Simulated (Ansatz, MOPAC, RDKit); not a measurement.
System: trans-ethylamine, C2H7N, net charge 0, singlet state. SMILES: CCN

Atoms: C1, C2, N3, H4, H5, H6, H7, H8, H9, H10. Bonds: C1-C2, C1-H4, C1-H5, C1-H6, C2-N3, C2-H7, C2-H8, N3-H9, N3-H10.

Bond lengths (Å) and angles (degrees) optimised at MMFF94 with RDKit; PM3 with MOPAC; PM7 with MOPAC; B3LYP/LANL2DZ with Ansatz (a program for electronic structure), each started from the B3LYP-D3(BJ)/def2-TZVP structure (Ansatz) of the last column. A row stands for all coordinates that are equal there; 9 of 14 kinds are shown. No wavenumbers were computed at MMFF94, B3LYP/LANL2DZ, so these may be saddle points.

| coordinate | MMFF94 | PM3 | PM7 | B3LYP/LANL2DZ | B3LYP-D3(BJ)/def2-TZVP |
|---|---|---|---|---|---|
| C1-C2 | 1.519 | 1.518 | 1.535 | 1.549 | 1.528 |
| C1-H4 | 1.095 | 1.098 to 1.108 | 1.095 to 1.113 | 1.099 | 1.093 |
| C2-N3 | 1.458 | 1.474 | 1.475 | 1.475 | 1.463 |
| N3-H9 | 1.019 | 0.999 | 1.007 | 1.017 | 1.014 |
| C1-C2-N3 | 111.2 | 114.7 | 113.9 | 115.4 | 115.7 |
| C2-C1-H4 | 110.2 | 110.9 | 111.1 | 111.2 | 111.4 |
| C2-C1-H5 | 111.2 | 112.1 | 111.6 | 110.8 | 110.9 |
| C1-C2-H7 | 109.9 | 110.3 | 110.3 | 109.5 | 109.6 |
| N3-C2-H7 | 109.2 | 107.4 | 107.9 | 107.9 | 107.6 |

A range marks coordinates that this level makes unequal.

Mean signed difference of all 9 bond lengths from B3LYP-D3(BJ)/def2-TZVP: MMFF94 0.001 Å, PM3 0.002 Å, PM7 0.005 Å, B3LYP/LANL2DZ 0.007 Å.
